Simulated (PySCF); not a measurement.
Geometries of 3 isomers of C4H6OS, from PBE0-D3(BJ)/def2-SVP geometry optimisation, gas phase in PySCF. One conformer each, no zero-point energy, no frequencies.

Question: Which is lowest in electronic energy at this level?
A.
```xyz
12
angstrom
O     -1.472    1.904    1.305
S     -0.883    1.428    0.010
C      0.886    1.149    0.201
C      1.287   -0.089   -0.086
C      0.204   -1.056   -0.472
C     -1.113   -0.407   -0.060
H      1.513    2.002    0.471
H      2.339   -0.392   -0.079
H      0.235   -1.232   -1.562
H      0.348   -2.042    0.000
H     -1.965   -0.641   -0.712
H     -1.379   -0.622    0.987
```
B.
```xyz
12
angstrom
C      1.548   -0.463   -0.022
C      0.494    0.056   -0.964
O      0.683    0.154   -2.153
C     -0.834    0.495   -0.406
C     -1.569   -0.356    0.569
S     -0.913    1.158    1.283
H      2.070    0.396    0.427
H      2.271   -1.059   -0.592
H      1.133   -1.046    0.812
H     -1.429    1.029   -1.154
H     -1.102   -1.290    0.901
H     -2.657   -0.409    0.462
```
C.
```xyz
12
angstrom
O      0.794   -1.833   -1.154
C      0.463   -0.907   -0.466
C     -0.964   -0.419   -0.283
C     -0.920    1.015    0.208
S      0.514    1.109    1.340
C      1.457   -0.068    0.339
H     -1.525   -0.564   -1.218
H     -1.419   -1.072    0.484
H     -1.815    1.311    0.772
H     -0.791    1.725   -0.626
H      2.139    0.431   -0.371
H      2.067   -0.728    0.973
```

Answer: C. That is tetrahydrothiophen-3-one, `O=C1CCSC1`, 13.5 kcal/mol below the next.

```
         SMILES                    atoms numbered as above      E (Eh)  relative (kcal/mol)  relative (kJ/mol)  dipole (D)
      O=C1CCSC1    [O:1]=[C:2]1[CH2:3][CH2:4][S:5][CH2:6]1  -628.76061                  0.0                0.0        1.65
CC(=O)[C@H]1CS1  [CH3:1][C:2](=[O:3])[C@H:4]1[CH2:5][S:6]1  -628.73911                 13.5               56.4        2.26
  O=[S@]1C=CCC1  [O:1]=[S@:2]1[CH:3]=[CH:4][CH2:5][CH2:6]1  -628.68169                 49.5              207.2        4.59
```

As drawn, the lowest has a C=O bond, which the highest lacks; the highest has an S=O bond and a C=C bond outside aromatic rings, which the lowest lacks.
